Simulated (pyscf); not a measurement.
# Four-centre exchange: AgH (SMILES [AgH]) + HF (SMILES F) → F–Ag (SMILES [F][Ag]) + H₂ (SMILES [H][H])

Gas phase, singlet surface, charge 0. Bonds broken: Ag1–H2, F3–H4. Bonds formed: Ag1–F3, H2–H4. Optimised with ωB97X-D3(BJ)/def2-SVP in PySCF.

Transition state (Å):

```xyz
4

Ag     0.1522    -0.5385     0.4876
H     -1.7035     0.3195     0.6371
F     -1.3592    -1.1960    -0.9389
H     -1.7566    -0.2884    -0.0803
```

One imaginary mode, 928i cm⁻¹; descent along it reached the two sides named, in the forms told below.

```tsv
bond	change	reactant side (Å)	saddle	product side
Ag1–H2	breaks	1.662	2.050	3.3
F3–H4	breaks	0.938	1.311	2.112
Ag1–F3	forms	2.8	2.180	1.992
H2–H4	forms	1.821	0.942	0.767
```

Electronic energies relative to the separated reactants (eV):

```json
[
 {"level": "ωB97X-D3(BJ)/def2-TZVP", "barrier": "0.54", "reaction energy": "+0.16", "reverse barrier": "0.39"},
 {"level": "PBE/def2-TZVP", "barrier": "0.72", "reaction energy": "+0.40", "reverse barrier": "0.32"},
 {"level": "r²SCAN/def2-TZVP", "barrier": "0.68", "reaction energy": "+0.33", "reverse barrier": "0.34"},
 {"level": "B3LYP-D3(BJ)/def2-TZVP", "barrier": "0.74", "reaction energy": "+0.32", "reverse barrier": "0.42"},
 {"level": "PBE0-D3(BJ)/def2-TZVP", "barrier": "0.71", "reaction energy": "+0.41", "reverse barrier": "0.30"},
 {"level": "M06-2X/def2-TZVP", "barrier": "0.51", "reaction energy": "+0.13", "reverse barrier": "0.38"},
 {"level": "ωB97M-D3(BJ)/def2-TZVP", "barrier": "0.63", "reaction energy": "+0.26", "reverse barrier": "0.37"},
 {"level": "HF/def2-TZVP", "barrier": "0.76", "reaction energy": "+0.05", "reverse barrier": "0.72"}
]
```

With ωB97M-D3(BJ)/def2-TZVP energies and thermal terms (ideal gas, 1 atm, RRHO with modes under 100 cm⁻¹ raised to 100, one conformer, R ln 2 for chiral ones without a mode under 150 cm⁻¹), in eV:

| T (K) | ΔH‡ | ΔG‡ | ΔH | ΔG |
|---|---|---|---|---|
| 298 | 0.57 | 0.92 | +0.21 | +0.24 |
| 600 | 0.54 | 1.28 | +0.22 | +0.28 |
| 900 | 0.54 | 1.66 | +0.24 | +0.30 |
| 1200 | 0.54 | 2.03 | +0.24 | +0.32 |

On the reactant side the descent ends in a complex, 0.29 eV under the separated species and 0.83 eV under the saddle at ωB97X-D3(BJ)/def2-TZVP. The reactants may also form a dative adduct at AgH; it and routes through it were not searched. The products may also form a dative adduct at F–Ag; it and routes through it were not searched. At the saddle there is also a short Ag–H contact that neither side keeps. This is the saddle that the search found; another between the same sides may lie lower. Elements past Kr carry the def2 core potentials, without spin-orbit coupling.
